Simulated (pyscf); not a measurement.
Concerted two-bond exchange: HO–Si:–OH (SMILES O[Si]O) [singlet] + HF (SMILES F) → O=Si(OH)–F (SMILES O=[Si](O)F) + H₂ (SMILES [H][H])

Gas phase, singlet surface, charge 0. Bonds broken: O1–H4, F6–H7. Bonds formed: Si2–F6, H4–H7. Structures and frequencies: ωB97X-D3(BJ)/def2-SVP in PySCF.

Transition state (Å):

```xyz
7

O     -1.6949     0.2627     0.4399
Si    -0.8641    -0.6016    -0.6673
O      0.6283     0.0533    -0.9485
H     -1.4029    -0.1515     1.3727
H      1.1422    -0.2765    -1.6943
F     -0.6135    -1.9182     0.3504
H     -0.7366    -1.1400     1.7183
```

One imaginary mode, 1208i cm⁻¹; descent along it reached the two sides named, in the forms told below.

| bond | change | reactant side (Å) | saddle | product side |
|---|---|---|---|---|
| O1–H4 | breaks | 0.978 | 1.062 | 2.379 |
| F6–H7 | breaks | 0.951 | 1.579 | 5.1 |
| Si2–F6 | forms | 3.4 | 1.683 | 1.606 |
| H4–H7 | forms | 1.969 | 1.241 | 0.763 |

Electronic energies relative to the separated reactants (kcal/mol):

| level | barrier | reaction energy | reverse barrier |
|---|---|---|---|
| ωB97X-D3(BJ)/def2-TZVP | 72.2 | -17.6 | 89.8 |
| PBE/def2-TZVP | 47.8 | -17.0 | 64.7 |
| r²SCAN/def2-TZVP | 50.3 | -22.3 | 72.6 |
| B3LYP-D3(BJ)/def2-TZVP | 58.2 | -17.5 | 75.7 |
| PBE0-D3(BJ)/def2-TZVP | 60.6 | -14.9 | 75.4 |
| M06-2X/def2-TZVP | 69.1 | -16.4 | 85.5 |
| ωB97M-D3(BJ)/def2-TZVP | 70.1 | -14.7 | 84.8 |
| HF/def2-TZVP | 106.7 | -14.1 | 120.9 |

With ωB97M-D3(BJ)/def2-TZVP energies and thermal terms (ideal gas, 1 atm, RRHO with modes under 100 cm⁻¹ raised to 100, one conformer, R ln 2 for chiral ones without a mode under 150 cm⁻¹), in kcal/mol:

```csv
T (K),ΔH‡,ΔG‡,ΔH,ΔG
298,65.1,74.7,-18.4,-16.7
600,65.1,84.4,-18.0,-15.0
900,65.7,94.0,-17.6,-13.6
1200,66.5,103.3,-17.2,-12.4
```

On the reactant side the descent ends in a bound adduct, 10.8 kcal/mol under the separated species and 83.0 kcal/mol under the saddle at ωB97X-D3(BJ)/def2-TZVP. The same reactants have a lower exit, to H₂O + HO–Si:–F [singlet] (barrier +4.7 kcal/mol at ωB97M-D3(BJ)/def2-TZVP, against +70.1 kcal/mol here). This is the saddle that the search found; another between the same sides may lie lower. A restricted solution here is unstable towards spin polarisation, so biradical character is likely and single-reference numbers are less safe.
